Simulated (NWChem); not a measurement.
Correlation energy of nitrogen (N2)

```xyz
2

N      0.0000     0.0000     0.5502
N      0.0000     0.0000    -0.5502
```
Charge 0, spin multiplicity 1.

All runs are NWChem calculations. All single points use one geometry, from B3LYP/def2-SVP, a minimum by its harmonic frequencies.

Basis set: def2-SVP. Each correlation energy counts from its own Hartree-Fock reference.

| method | correlation energy (mHa) | difference from CCSD(T) |
|---|---|---|
| CR-CCSD(T) | -321.8 | +2.3 |
| CR-CCSD[T] | -322.4 | +1.7 |
| CCSD(T) | -324.1 | 0.0 |
| CCSDT | -324.2 | -0.1 |
| CCSD+T(CCSD) | -324.9 | -0.8 |
| MP2 | -310.2 | +13.9 |
| CCSD | -311.9 | +12.2 |
| SCS-MP2 | -300.5 | +23.6 |

The values span 24.4 mHa, from CCSD+T(CCSD) (lowest) to SCS-MP2 (highest). 

The correlated methods keep 2 core orbitals frozen. Coupled-cluster values serve here as a point of comparison, not as the truth.
